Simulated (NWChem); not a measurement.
## FLi

SMILES: [Li][F]
```xyz
2

Li     0.0000     0.0000    -1.1467
F      0.0000     0.0000     0.3822
```
Charge 0, spin multiplicity 1.

Program: NWChem. Structure: optimised with B3LYP/def2-SVP, a minimum by its harmonic frequencies.

Symmetry labels belong to the abelian group C2v used in the runs, with the axes of the coordinates shown; states degenerate in a higher group split over its labels.

The structure started from a generated list of species.

### Question
List the lowest 4 singlet excitations that CIS/def2-SVPD gives, with oscillator strengths.

### Answer
```json
[
 {"state": "1", "symmetry": "b1", "energy (eV)": "8.49", "wavelength (nm)": "146", "f": "0.034"},
 {"state": "2", "symmetry": "b2", "energy (eV)": "8.49", "wavelength (nm)": "146", "f": "0.034"},
 {"state": "3", "symmetry": "a1", "energy (eV)": "9.09", "wavelength (nm)": "136", "f": "0.004"},
 {"state": "4", "symmetry": "a2", "energy (eV)": "9.84", "wavelength (nm)": "126", "f": "0.000"}
]
```
